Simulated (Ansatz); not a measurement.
# C2HSi (doublet): wave-function methods side by side at a displaced geometry (v2), cc-pVDZ

Aim: climb from Hartree-Fock through coupled cluster and multireference methods for C2HSi (doublet) at one geometry and basis, and see what each rung misses.

Method: cc-pVDZ, core rule «outside noble gas», up to 7 orbitals frozen; program: Ansatz 0.2.0, Gaussian basis.

The runs, in order: UHF; CCSD(T) on ROHF; CCSD(T) on UHF; BCCD(T) on ROHF; CISD as a restricted active space (open shells left free, so some higher excitations enter); CCSDT(Q) on ROHF; CCSDT(Q) on UHF; CASSCF and MRCISD+Q, 9 electrons in 9 orbitals; CASSCF and NEVPT2, 9 electrons in 9 orbitals.

23 further runs of the same task are left out: 8 that didn't finish, 15 set aside as unsound or not needed. Runs told in other sessions of the task aren't counted.

### 1 The geometry

The geometry is a PBE0/def2-TZVP stationary point (not a proven minimum) with its atoms shifted at random (size 0.100 Å).

4 atoms, charge 0, spin multiplicity 2.

Atoms are counted from 1 here; the program's logs count them from 0.

Bond lengths: C1–C2 1.324 Å, C1–Si3 1.832 Å, C2–Si3 1.898 Å, C2–H4 1.039 Å. Angles: C2–C1–Si3 71.9°, C1–C2–Si3 66.6°, C1–C2–H4 141.4°, Si3–C2–H4 146.7°, C1–Si3–C2 41.5°.

As a file:

```xyz
4

C     0.0840   -0.8046    0.7640
C    -0.0808    0.4826    1.0268
Si   -0.0042    0.0952   -0.8295
H     0.0789    1.1854    1.7747
```

### 2 UHF

File in.yaml:

```yaml
crystal:
  periodic: [false, false, false]
  atoms:
    - {symbol: C, position_ang: [0.084046, -0.804641, 0.764002]}
    - {symbol: C, position_ang: [-0.080828, 0.482610, 1.026817]}
    - {symbol: Si, position_ang: [-0.004208, 0.095175, -0.829529]}
    - {symbol: H, position_ang: [0.078901, 1.185383, 1.774673]}
basis:
  gaussian: {orbitals: cc-pVDZ}
magnetization: {spin_polarized: true, initial_magnetization: 1}
hamiltonian: {xc: hf}
output: {orbitals: {seedname: orbitals}}
```

Command:

```console
$ ansatz run in.yaml --threads 1 --pin off --events-out ev --progress --plain --max-ram 2393MiB
```

After this run come: CCSD(T) on ROHF; CCSD(T) on UHF; BCCD(T) on ROHF; CISD as a restricted active space (open shells left free, so some higher excitations enter); CCSDT(Q) on ROHF; CCSDT(Q) on UHF; CASSCF and MRCISD+Q, 9 electrons in 9 orbitals; CASSCF and NEVPT2, 9 electrons in 9 orbitals.

**Question.** What will the summary of the whole plan be? Wanted: UCCSDT(Q) from the RHF energy; RMP2 from UCCSDT(Q); UMP2 from UCCSDT(Q); RCCSD from UCCSDT(Q); RCCSD(T) from UCCSDT(Q); UCCSD(T) from UCCSDT(Q); RCCSDT(Q) from UCCSDT(Q); T1 diagnostic.

As calculated:

| quantity | value |
| --- | --- |
| UCCSDT(Q) from the ROHF energy | -9.8393 eV |
| RMP2 from UCCSDT(Q) | +117.8 kJ/mol |
| UMP2 from UCCSDT(Q) | +124.9 kJ/mol |
| RCCSD from UCCSDT(Q) | +52.5 kJ/mol |
| RCCSD(T) from UCCSDT(Q) | +6.3 kJ/mol |
| UCCSD(T) from UCCSDT(Q) | +6.8 kJ/mol |
| RCCSDT(Q) from UCCSDT(Q) | +0.2 kJ/mol |
| levels within 1 kcal/mol (43 meV) | UCCSDT, RCCSDT(Q) |
| T1 diagnostic | 0.029 |

In words: RCCSD(T) misses by +6.3 kJ/mol, 0.7 % of the correlation energy. These misses are within one basis, not against nature; the frozen cores of restricted and unrestricted runs differ, which can shift their rows.

With open shells the CI space here admits some higher excitations, so it is larger than plain CISD.
